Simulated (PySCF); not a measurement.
**PF+: from the state search to spectroscopic constants**

One table from this session's results is given with a row withheld; the runs are named, their logs left out.

Method: P def2-TZVPPD, F def2-TZVPPD, no relativity; program: PySCF 2.14.0.

The first run:

A driver script around PySCF takes these settings:

```yaml
atoms: P, F
charge: 1
basis: P def2-TZVPPD, F def2-TZVPPD
Hamiltonian: no relativity
basis_functions: 88
electrons_treated: 23
masses_in_u: 30.9738, 18.9984
levels: PBE0, PBE, r²SCAN, r²SCANh, M06, M06-L, B97-3, B2PLYP, HSE06, HF, MP2, SCS-MP2, CCSD, CCSD(T)
grid: 80 radial by 434 angular points
occupations: held fixed by the projection of orbital angular momentum
dissociation_limit: P+ + F, each in its ground configuration
starting_distance_in_angstrom: 1.780
values_of_2S_to_try: 1, 3
```

On the command line:

```bash
> OMP_NUM_THREADS=2 python dia.py task.json out
```

Steps of the session up to this table: The job; First curve: PBE0; Excited determinants; PBE (GGA); r²SCAN; r²SCANh (hybrid meta-GGA); M06; M06-L (meta-GGA); B97-3 (global hybrid GGA); B2PLYP (double hybrid); HSE06; UHF (mean field); MP2 and coupled cluster.

One table of the session follows, with a row left open; its other results are not shown here.

Energy (eV) from each level's lowest point:

| R (Å) | UHF | UHF-MP2 | UHF-SCS-MP2 | UHF-CCSD | UHF-CCSD(T) |
| --- | --- | --- | --- | --- | --- |
| 1.301 | 1.335 | 1.686 | 1.667 | n/a | n/a |
| 1.362 | 0.512 | 0.751 | 0.739 | 0.695 | 0.748 |
| 1.422 | 0.106 | 0.237 | 0.230 | 0.204 | 0.236 |
| 1.468 | 0.000 | 0.053 | 0.050 | 0.037 | 0.053 |
| 1.513 | 0.022 | 0.000 | 0.000 | 0.000 | 0.000 |
| 1.558 | 0.140 | 0.047 | 0.050 | 0.063 | 0.045 |
| 1.619 | 0.408 | 0.225 | 0.230 | 0.260 | 0.219 |
| 1.695 | ? | ? | ? | ? | ? |
| 1.785 | 1.507 | 1.109 | 1.113 | 1.184 | 1.075 |
| 1.906 | 2.436 | 1.906 | 1.900 | n/a | n/a |

Q: Estimate the row for R (Å) = 1.695 from the others.

Worked estimate for «UHF». A straight line through the neighbours (1.619, 0.408) and (1.785, 1.507) gives 0.408 + (1.507 − 0.408) × (1.695 − 1.619) / (1.785 − 1.619) = 0.911; a parabola fitted to 4 rows on both sides gives 0.882.

**Answer.** UHF: 0.862; UHF-MP2: 0.576; UHF-SCS-MP2: 0.582; UHF-CCSD: 0.632; UHF-CCSD(T): 0.560. In «UHF» the line misses by +0.049 and the parabola by +0.020.
